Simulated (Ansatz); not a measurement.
**HB–N–C⁺, quintet in cc-pVDZ: errors against UCCSDT(Q)**

Geometry: that of the HB–N–C, quartet, kept fixed. The triplet lies 4.8 eV lower here.

```xyz
4

B     0.0000    0.0000    0.6596
N     0.0000    0.0000   -0.6177
C     0.0000    0.0000   -1.8708
H     0.0000    0.0000    1.8289
```

Basis cc-pVDZ; Ansatz 0.2.0. Correlated methods freeze the noble-gas cores, which leaves 12 electrons in 44 orbitals. Prefix R: restricted or restricted open-shell reference; prefix U: unrestricted. Active spaces: frontier = (12e, 11o) about the gap.

Full CI isn't at hand for all of this; UCCSDT(Q) serves as the reference, and is uncertain by about the last step of the cluster series. The frozen core follows each run's orbitals, which can shift R against U totals by a few meV.

For open shells CISD is restricted-active-space CI with the open shells as a complete middle space.

```
UHF ⟨S²⟩                          : 6.023
T1 diagnostic (RCCSD)             : 0.0317
largest doubles amplitude (RCCSD) : 0.058
T1 diagnostic (UCCSD)             : 0.0237
```

```tsv
level	E − E(UCCSDT(Q)) (kJ/mol)	share of correlation (%)	wall time
RHF	710.3	0.00	–
UHF	693.3	2.38	–
RMP2	110.5	84.44	–
UMP2	110.9	84.39	–
CISD	69.6	90.20	48 s
RCCSD	25.5	96.40	–
UCCSD	24.9	96.49	–
RCCSD(T)	5.2	99.27	15 s
UCCSD(T)	5.0	99.29	15 s
BCCD(T)	5.3	99.26	11 s
RCCSDT	1.6	99.77	–
UCCSDT	1.5	99.79	–
RCCSDT(Q)	0.3	99.95	2 min
CASSCF (frontier space)	520.3	26.75	–
NEVPT2 (frontier space)	127.1	82.10	30 s
```

The correlation energy at UCCSDT(Q), counted from RHF, is -7.361 eV. That run took 1.7 min on 1 thread of AMD EPYC, shared host.

Times hold each run's SCF and search for its determinant on a shared host, so for small cases they say little of a method's own cost; they ran on 1 thread of AMD EPYC.
